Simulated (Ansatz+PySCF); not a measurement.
A calculation with Ansatz (development build ahead of 0.2.0).

```yaml
crystal:
  periodic: [false, false, false]
  atoms:
    - { symbol: C, position_ang: [0.0, 0.0, -0.8146] }
    - { symbol: "N", position_ang: [0.0, 0.0, -1.98319] }
    - { symbol: C, position_ang: [0.0, 0.0, 0.56371] }
    - { symbol: H, position_ang: [0.0, -0.95251, 1.11704] }
    - { symbol: H, position_ang: [0.0, 0.95251, 1.11704] }
basis:
  gaussian: { orbitals: cc-pVTZ }
magnetization:
  initial_magnetization: 1
hamiltonian:
  xc: hf
correlation:
  method: mp2
  frozen_orbitals: { C: 1, H: 0, "N": 1 }
output:
  forces: true
```

The input is written out in the form of the current development build from the run's settings. Correlation on restricted open-shell orbitals is semicanonical, with singles.

The run gave:

```json
{
 "Converged": "yes",
 "Reference energy": "-131.33523 hartree",
 "Correlation energy": "-0.48986 hartree",
 "Total energy": "-131.82509 hartree",
 "Spin squared of the determinant": "0.750",
 "Stability test": "minimum among restricted orbitals",
 "Occupied orbitals by symmetry in an Abelian subgroup (alpha; beta)": "7 A1 2 B1 2 B2; 7 A1 1 B1 2 B2"
}
```

Forces (eV/Å):
| atom | Fx | Fy | Fz |
| --- | --- | --- | --- |
| C1 | 0.000 | 0.000 | 1.161 |
| N2 | 0.000 | 0.000 | -1.461 |
| C3 | 0.000 | 0.000 | 1.172 |
| H4 | 0.000 | 0.746 | -0.436 |
| H5 | 0.000 | -0.746 | -0.436 |

Caution: forces differ strongly between restricted and unrestricted references.
